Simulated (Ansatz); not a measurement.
A nudged elastic band was laid between two geometries of BClH4O (7 atoms, charge 0, multiplicity 1).

Method: Ansatz 0.2.0, RKS PBE/6-31G*.

```
movable images  : 7
climbing image  : yes
spring          : 5.0 eV/Å²
optimiser       : quadratic models (default)
start path      : through a guess of the saddle point
force threshold : 0.03 eV/Å
iteration limit : 60
end points      : relaxed
```

Image 0:

```xyz
7
Properties=species:S:1:pos:R:3
B 0.024 -0.009 0.127
H 0.148 0.640 1.136
H 0.921 -0.033 -0.679
Cl -1.656 0.161 -0.652
O 0.017 -1.589 0.710
H -0.226 -2.149 -0.064
H -0.765 -1.643 1.308
```

Image 8:

```xyz
7
Properties=species:S:1:pos:R:3
B -0.206 -0.230 -1.022
H 0.394 -1.069 3.425
H 0.687 0.551 -1.178
Cl -1.397 -0.473 -2.327
O -0.291 -0.912 0.144
H -1.059 -1.522 0.164
H 0.335 -0.968 2.682
```

Problem. Which bonds break or form, and what moves?

Solution. Bonds broken: B1–H2, O5–H7. Bonds formed: H2–H7. BClH4O becomes BClH2O + H2.

Problem. Give the energies along the band, and the barrier.

Solution. The forces met the threshold. The highest image is number 2 of 0 to 8, 1.01 eV above the first end and 1.82 eV above the last; the last end lies 0.80 eV below the first. Neighbouring images differ by up to 1.4 eV, so the band resolves the path poorly. A vibrational analysis at the climbing image gives one clearly imaginary mode, 1259i cm⁻¹: a first-order saddle point. The orbitals stay closed-shell, which can raise the energy where a bond breaks towards radicals; this wasn't checked here.

| image | path coordinate (Å) | energy (eV) | B1–H2 (Å) | O5–H7 (Å) | H2–H7 (Å) |
| --- | --- | --- | --- | --- | --- |
| 0 | 0.00 | 0.00 | 1.21 | 0.99 | 2.46 |
| 1 | 0.94 | 0.06 | 1.21 | 0.98 | 2.11 |
| 2 | 1.87 | 1.01 | 1.35 | 1.30 | 1.04 |
| 3 | 2.71 | -0.38 | 2.12 | 2.07 | 0.76 |
| 4 | 3.54 | -0.75 | 2.88 | 2.68 | 0.75 |
| 5 | 4.38 | -0.79 | 3.61 | 2.80 | 0.75 |
| 6 | 5.21 | -0.80 | 4.06 | 2.69 | 0.75 |
| 7 | 6.05 | -0.80 | 4.38 | 2.63 | 0.75 |
| 8 | 6.89 | -0.80 | 4.56 | 2.61 | 0.75 |

Problem. What is the geometry of the highest image?

Solution. 
```xyz
7
Properties=species:S:1:pos:R:3
B -0.023 -0.266 0.008
H -0.180 0.156 1.283
H 1.017 0.191 -0.377
Cl -1.536 0.157 -0.893
O 0.091 -1.791 0.370
H -0.797 -2.188 0.222
H -0.110 -0.880 1.275
```

Run time: 3.5 min on 1 thread of Arm Neoverse V1, on a shared host, peak memory 0.1 GiB.
